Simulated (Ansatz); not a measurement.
A calculation with Ansatz (development build ahead of 0.2.0).

```yaml
crystal:
  periodic: [false, false, false]
  atoms:
    - { symbol: C, position_ang: [-0.57609, 0.63984, 0.56431] }
    - { symbol: C, position_ang: [0.73547, 0.57721, 0.41105] }
    - { symbol: C, position_ang: [0.565, -0.64632, -0.54791] }
    - { symbol: C, position_ang: [-0.74655, -0.58372, -0.39466] }
    - { symbol: H, position_ang: [-1.25196, 1.27263, 1.12046] }
    - { symbol: H, position_ang: [1.57755, 1.1375, 0.78985] }
    - { symbol: H, position_ang: [1.24084, -1.27897, -1.10426] }
    - { symbol: H, position_ang: [-1.58865, -1.14391, -0.77358] }
basis:
  gaussian: { orbitals: def2-SVP }
magnetization:
  spin_polarized: true
  initial_magnetization: 2
hamiltonian:
  xc: hf
output:
  forces: true
```

The input is written out in the form of the current development build from the run's settings.

The run gave:

```
Converged                       : yes
Total energy                    : -153.49031 hartree
Spin squared of the determinant : 2.015
Stability test                  : minimum
```

Forces (eV/Å):
```csv
atom,Fx,Fy,Fz
C1,-8.210,-3.056,-1.781
C2,7.255,-3.795,-3.588
C3,5.944,3.183,2.060
C4,-4.985,3.705,3.338
H5,-0.019,-0.048,-0.036
H6,0.006,-0.049,-0.039
H7,0.027,0.029,0.021
H8,-0.018,0.031,0.026
```

Caution: the determinant breaks the point group.
